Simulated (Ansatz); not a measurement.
Reaction (SMILES): O=CO → [OH] (OH) + [CH]=O (CH-O)
B3LYP-D3(BJ)/def2-TZVP geometries, fixed; electronic energies without zero-point terms.
Largest species:
```
C
O 1 1.1967
O 1 1.3439 2 125.18
H 3 0.9719 1 107.71 2 0.00
H 1 1.0974 2 125.25 3 -180.00
```

Core correlation in the bond dissociation energy at CCSD(T) with Ansatz (an electronic-structure program), in kcal/mol: frozen core against all electrons. Core-valence sets carry the plain set on hydrogen. Species with rotatable bonds are taken in one conformer. Open shells are unrestricted.

```
basis      functions, most  frozen core  all electrons  core term (second minus first)
---------  ---------------  -----------  -------------  ------------------------------
cc-pVDZ                 52       108.78         109.14                            0.36
cc-pCVDZ                64       108.82         109.17                            0.35
cc-pVTZ                118       113.07         115.01                            1.94
cc-pCVTZ               157       113.01         113.41                            0.39
cc-pwCVTZ              157       113.08         113.44                            0.36
cc-pVQZ                225       114.34         115.33                            0.99
cc-pCVQZ               312       114.33         114.70                            0.37
cc-pwCVQZ              312       114.36         114.72                            0.37
```

The largest core-valence set, cc-pwCVQZ, gives a core term of 0.37 kcal/mol; the valence set cc-pVQZ, which lacks functions for the core, gives 0.99.
